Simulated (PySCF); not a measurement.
propene cation (C₃H₆), SMILES C(=C)C (connectivity only; charge and spin as stated), charge +1, multiplicity 2.

The structure is a stationary point at ωB97X-D3(BJ)/def2-TZVP. The multiplicity is an assumed one; other spin states were not compared.

Two levels are set side by side: PBE/def2-TZVPD (PySCF) and CAM-B3LYP/def2-TZVPD (PySCF). Same geometry, gas phase. Differences are taken from unrounded values.

```json
[
 {"quantity": "α-spin orbital gap (eV)", "PBE": "5.11"},
 {"quantity": "β-spin orbital gap (eV)", "PBE": "2.69"},
 {"quantity": "mean polarisability (bohr³)", "PBE": "35.4"}
]
```

Problem. These are the PBE values. What does CAM-B3LYP give? (An estimate is asked for; the answer gives what the named calculation found.)

Solution. 
```json
[
 {"quantity": "α-spin orbital gap (eV)", "CAM-B3LYP": "9.91", "PBE minus CAM-B3LYP": "-4.80"},
 {"quantity": "β-spin orbital gap (eV)", "CAM-B3LYP": "7.98", "PBE minus CAM-B3LYP": "-5.28"},
 {"quantity": "mean polarisability (bohr³)", "CAM-B3LYP": "34.5", "PBE minus CAM-B3LYP": "0.9"}
]
```

Rough cost on one machine, each run with all the roots and properties that it gave: CAM-B3LYP against PBE within a factor of 2.
